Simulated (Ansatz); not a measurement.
A run of Ansatz (development build ahead of 0.2.0) on singlet C2 at this shape:

```yaml
atoms:
  - { symbol: C, position_ang: [-0.0061, 0.0209, -0.4518] }
  - { symbol: C, position_ang: [0.0100, 0.0967, 0.5398] }
```

Its results:

| Quantity | Value |
| --- | --- |
| Converged | yes |
| Reference energy | -75.21356 hartree |
| Correlation energy | -0.28082 hartree |
| Total energy | -75.49438 hartree |
| Spin squared of the determinant | 0.000 |

Which input gives this output? Name the method, the orbitals and the basis set, and write the input.

RHF-MP2 in cc-pVDZ. An unrestricted run that stays on the closed shell gives the same numbers.

```yaml
crystal:
  periodic: [false, false, false]
  atoms:
    - { symbol: C, position_ang: [-0.00613, 0.02088, -0.45179] }
    - { symbol: C, position_ang: [0.01, 0.09674, 0.53977] }
basis:
  gaussian: { orbitals: cc-pVDZ }
hamiltonian:
  xc: hf
correlation:
  method: mp2
  frozen_orbitals: { C: 1 }
```

Caution: no unrestricted run beside it, a lower state can exist.
